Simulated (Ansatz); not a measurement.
Reaction (hydrogenolysis of a C–F bond): `FCC(F)(F)F` + H₂ → `CC(F)(F)F` + H–F

Program: Ansatz. Geometries: PBE0-D4/def2-TZVP. ΔE: electronic, gas phase. CCSD(T)/CBS adds triple-zeta CCSD(T) − MP2 to the extrapolated MP2 energy (def2 sets, frozen cores). This one scheme is used for every species.

```csv
species,CCSD/def2-TZVPP energy (Eh)
`FCC(F)(F)F`,-476.19914
H₂,-1.17233
`CC(F)(F)F`,-377.08326
H–F,-100.33828
```

(1) Work out ΔE.

Largest T1 diagnostic among the species: 0.011.

Results:

(1) ΔE = (-377.08326) + (-100.33828) − (-476.19914) − (-1.17233) = -0.05007 Eh = -131.5 kJ/mol. CCSD(T)/CBS gives -133.6 kJ/mol.

Leaving LDA and LC-ωPBE aside and taking each functional with its dispersion term where it has one, the values, not all of them listed here, spread over 18.6 kJ/mol, from PBE-QIDH to BLYP-D4. From BLYP to BHLYP (50 % exact exchange), in def2-TZVPP and without D4, ΔE moves by −9.5 kJ/mol.
